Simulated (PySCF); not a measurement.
Stepwise substitution at one centre (B F-OH). Gas-phase values, no solvent. One relaxed conformer stands for each flexible species; it need not be the lowest. Strings in code marks are SMILES.

Level of theory: PBE-D3(BJ)/def2-TZVP // r2SCAN-D4/def2-TZVP (PySCF 2.14.0). Excitations are Tamm–Dancoff values on a coarser integration grid. The basis has no diffuse functions, so Rydberg states are missing or too high.

```csv
species,LUMO (eV),T1 excitation (TDA) (eV),HOMO–LUMO gap (eV),S1 oscillator strength,S1 excitation (TDA) (eV)
0 of 3 F replaced by OH (`B(F)(F)F`),-0.37,9.46,9.62,0.000,9.72
1 of 3 F replaced by OH (`OB(F)F` (H–O–B–F torsion 180°)),-0.51,[?],8.39,0.025,[?]
"2 of 3 F replaced by OH (`OB(F)O` (H–O–B–F torsion 0°, F–B–O–H torsion 0°))",[?],[?],[?],0.000,7.60
3 of 3 F replaced by OH,-0.74,6.59,6.68,0.001,6.73
```

### Question
Fill in the missing entries.

### Answer

- 1 of 3 F replaced by OH (`OB(F)F` (H–O–B–F torsion 180°)), T1 excitation (TDA) (eV): 8.17
- 1 of 3 F replaced by OH (`OB(F)F` (H–O–B–F torsion 180°)), S1 excitation (TDA) (eV): 8.53
- 2 of 3 F replaced by OH (`OB(F)O` (H–O–B–F torsion 0°, F–B–O–H torsion 0°)), LUMO (eV): -0.40
- 2 of 3 F replaced by OH (`OB(F)O` (H–O–B–F torsion 0°, F–B–O–H torsion 0°)), T1 excitation (TDA) (eV): 7.35
- 2 of 3 F replaced by OH (`OB(F)O` (H–O–B–F torsion 0°, F–B–O–H torsion 0°)), HOMO–LUMO gap (eV): 7.50
